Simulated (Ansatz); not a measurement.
**AlN− (sextet): wave-function methods side by side, aug-cc-pVDZ**

One table from this session's results is given with a row withheld; the runs are named, their logs left out.

Method: aug-cc-pVDZ, core rule «outside noble gas», up to 6 orbitals frozen; program: Ansatz 0.2.0, Gaussian basis.

To be run: UHF; CCSD(T) on ROHF; CCSD(T) on UHF; BCCD(T) on ROHF; CISD; CCSDT(Q) on ROHF; CCSDT(Q) on UHF; CASSCF and MRCISD+Q, 9 electrons in 8 orbitals; CASSCF and NEVPT2, 9 electrons in 8 orbitals.

17 further runs of the same task are left out: 7 that didn't finish, 10 set aside as unsound or not needed.

**What is computed**

The geometry is a PBE0/def2-TZVPD stationary point (not a proven minimum) of the parent state, kept for this charge and spin.

2 atoms, charge -1, spin multiplicity 6.

Atoms are counted from 1 here; the program's logs count them from 0.

Bond lengths: Al1–N2 1.852 Å.

The first run:

in.yaml reads:

```yaml
crystal:
  periodic: [false, false, false]
  atoms:
    - {symbol: Al, position_ang: [0.000000, 0.000000, 0.000000]}
    - {symbol: N, position_ang: [0.000000, 0.000000, 1.852000]}
basis:
  gaussian: {orbitals: aug-cc-pVDZ}
total_charge: -1
magnetization: {spin_polarized: true, initial_magnetization: 5}
hamiltonian: {xc: hf}
output: {orbitals: {seedname: orbitals}}
```

The run is started by

```
$ ansatz run in.yaml --threads 1 --pin off --events-out ev --progress --plain --max-ram 2393MiB
```

Among the steps run: UHF; CCSD(T) on ROHF; CCSD(T) on UHF; BCCD(T) on ROHF; CISD; CCSDT(Q) on ROHF; CCSDT(Q) on UHF; CASSCF and MRCISD+Q, 9 electrons in 8 orbitals; CASSCF and NEVPT2, 9 electrons in 8 orbitals.

One table of the session follows, with a row left open; its other results are not shown here.

| method | from UCCSDT(Q) (kJ/mol) |
| --- | --- |
| ROHF | +447.9 |
| UHF | +429.4 |
| RMP2 | +87.8 |
| UMP2 | +87.1 |
| CISD | +35.1 |
| RCCSD | +18.5 |
| UCCSD | +17.7 |
| RCCSD(T) | +4.6 |
| UCCSD(T) | +4.4 |
| BCCD(T) | +4.5 |
| RCCSDT | +1.1 |
| UCCSDT | +0.9 |
| RCCSDT(Q) | +0.3 |
| UCCSDT(Q) | 0 |
| CASSCF valence | +396.3 |
| NEVPT2 valence | ? |
| MRCISD valence | +34.1 |
| MRCISD+Q valence | +6.8 |

Q: Estimate the row for NEVPT2 valence from the others.

As computed: from UCCSDT(Q) (kJ/mol): +95.6. In the column «from UCCSDT(Q) (kJ/mol)» it lies between RMP2 (+87.8) and CASSCF valence (+396.3).

Among the levels timed on like hardware and quicker than the yardstick, those that no quicker one beats, quickest first: NEVPT2 valence (1.5 s, +95.6 kJ/mol); MRCISD+Q valence (2.5 s, +6.8 kJ/mol); BCCD(T) (6 s, +4.5 kJ/mol); UCCSD(T) (7 s, +4.4 kJ/mol).

Limits of these values: Of the multireference levels listed MRCISD+Q valence comes nearest in total energy (+6.8 kJ/mol), which doesn't show that its space is the better one. Restricted and unrestricted rows rest on different reference determinants; where their highest levels disagree by more than a few hundredths of an eV, they describe different states and don't form one ladder.
